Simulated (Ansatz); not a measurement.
**AlH3Cl (doublet): the correlation ladder at distance Al1–H4 along a hydrogen transfer = 1.940 Å, cc-pVDZ**

Aim: climb from Hartree-Fock through coupled cluster and multireference methods for AlH3Cl (doublet) at one geometry and basis, and see what each rung misses.

The runs use Ansatz 0.2.0, Gaussian basis; cc-pVDZ, core rule «outside noble gas», up to 10 orbitals frozen.

To be run: UHF; CCSD(T) on ROHF; CCSD(T) on UHF; BCCD(T) on ROHF; CISD; CCSDT(Q) on ROHF; CCSDT(Q) on UHF; CASSCF and MRCISD+Q, 3 electrons in 3 orbitals; CASSCF and NEVPT2, 3 electrons in 3 orbitals.

13 further runs of the same task are left out: 9 for a known fault of the program, 1 for a mislabelled method, 1 that didn't finish, 2 set aside as unsound or not needed.

## Step 1: The system

The geometry derives from fragments relaxed apart (PBE0/def2-TZVP) and kept rigid, so it is no stationary point. A hydrogen atom is moved between rigid fragments.

5 atoms, charge 0, spin multiplicity 2.

Atoms are counted from 1 here; the program's logs count them from 0.

Bond lengths: Al1–H2 1.586 Å, Al1–H3 1.586 Å, Al1–H4 1.940 Å. Angles: H2–Al1–H3 120.0°, H2–Al1–H4 120.0°, H3–Al1–H4 120.0°.

## Step 2: UHF

in.yaml reads:

```yaml
crystal:
  periodic: [false, false, false]
  atoms:
    - {symbol: Al, position_ang: [-2.043537, 0.000000, 0.000000]}
    - {symbol: H, position_ang: [-2.836461, 1.373384, 0.000000]}
    - {symbol: H, position_ang: [-2.836461, -1.373384, 0.000000]}
    - {symbol: H, position_ang: [-0.103537, 0.000000, 0.000000]}
    - {symbol: Cl, position_ang: [1.719463, 0.000000, 0.000000]}
basis:
  gaussian: {orbitals: cc-pVDZ}
magnetization: {spin_polarized: true, initial_magnetization: 1}
hamiltonian: {xc: hf}
output: {orbitals: {seedname: orbitals}}
```

Run with:

```
> ansatz run in.yaml --threads 1 --pin off --events-out ev --progress --plain --max-ram 2393MiB
```

Further steps of the session: CCSD(T) on ROHF; CCSD(T) on UHF; BCCD(T) on ROHF; CISD; CCSDT(Q) on ROHF; CCSDT(Q) on UHF; CASSCF and MRCISD+Q, 3 electrons in 3 orbitals; CASSCF and NEVPT2, 3 electrons in 3 orbitals.

**Question.** What will the summary of the whole plan be? Wanted: UCCSDT(Q) below the RHF energy; RMP2 from UCCSDT(Q); UMP2 from UCCSDT(Q); RCCSD from UCCSDT(Q); RCCSD(T) from UCCSDT(Q); UCCSD(T) from UCCSDT(Q); RCCSDT(Q) from UCCSDT(Q); NEVPT2 pair from UCCSDT(Q); MRCISD+Q pair from UCCSDT(Q).

**Answer**, as computed:

| quantity | value |
| --- | --- |
| UCCSDT(Q) below the RHF energy | -6.9187 eV |
| RMP2 from UCCSDT(Q) | +112.2 kJ/mol |
| UMP2 from UCCSDT(Q) | +117.5 kJ/mol |
| RCCSD from UCCSDT(Q) | +14.2 kJ/mol |
| RCCSD(T) from UCCSDT(Q) | +3.2 kJ/mol |
| UCCSD(T) from UCCSDT(Q) | +3.3 kJ/mol |
| RCCSDT(Q) from UCCSDT(Q) | 0.0 kJ/mol |
| NEVPT2 pair from UCCSDT(Q) | +105.2 kJ/mol |
| MRCISD+Q pair from UCCSDT(Q) | +4.3 kJ/mol |
| levels within 1 kcal/mol (43 meV) | RCCSD(T), UCCSD(T), BCCD(T), RCCSDT, UCCSDT, RCCSDT(Q) |
| T1 diagnostic | 0.023 |

**Reading.** RCCSD(T) lands +3.2 kJ/mol from the yardstick (0.5 % of the correlation energy). Of the multireference levels listed MRCISD+Q pair comes nearest in total energy (+4.3 kJ/mol), which doesn't show that its space is the better one. These misses are within one basis, not against nature; the frozen cores of restricted and unrestricted runs differ, which can shift their rows.
